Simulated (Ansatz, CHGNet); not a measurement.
Elastic constant C66 (GPa) of solids drawn from the class of oxides, at two levels: the machine-learned potential CHGNet 0.3.0 (trained on PBE and PBE+U data), and r²SCAN (plane waves, PAW; Ansatz, a first-principles code).

```csv
solid,CHGNet 0.3.0,r²SCAN,shift (%)
anatase TiO₂ (metastable phase),36.8,64.8,+76
rutile TiO₂,176,236,+34
rutile SnO₂,125,205,+64
corundum Ga₂O₃ (metastable phase),71.2,113,+59
A-type hexagonal La₂O₃,19.9,42.7,+115
stishovite (SiO2),182,322,+77
```

The shifts run from +34 % to +115 %, with a median of +70 %.

Over all 6 rows r²SCAN is the larger in 6.

Ansatz's runs of these crystals have no spin polarisation.

Spin–orbit coupling is left out, also for the solids with elements from indium on (rutile SnO2, A-type hexagonal La2O3); its size isn't shown.

Each level is taken at its own relaxed cell. Ansatz's density-functional and Hartree–Fock values are scalar-relativistic unless marked +SOC, with PAW data made under PBE.
